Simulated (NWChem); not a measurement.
Molecule: tetrafluoromethane (CF₄); SMILES FC(F)(F)F

Computed with NWChem. Coordinates come from a PBE0/def2-SVP optimisation. Level: PBE0/aug-cc-pVDZ; rows give the wavelength of the field.

```json
[
 {"field": "static", "isotropic polarisability (bohr³)": "18.4", "anisotropy (bohr³)": "0.0"},
 {"field": "1065 nm", "isotropic polarisability (bohr³)": "18.5", "anisotropy (bohr³)": "0.0"},
 {"field": "589 nm", "isotropic polarisability (bohr³)": "18.6", "anisotropy (bohr³)": "0.0"},
 {"field": "400 nm", "isotropic polarisability (bohr³)": "18.8", "anisotropy (bohr³)": "0.0"}
]
```
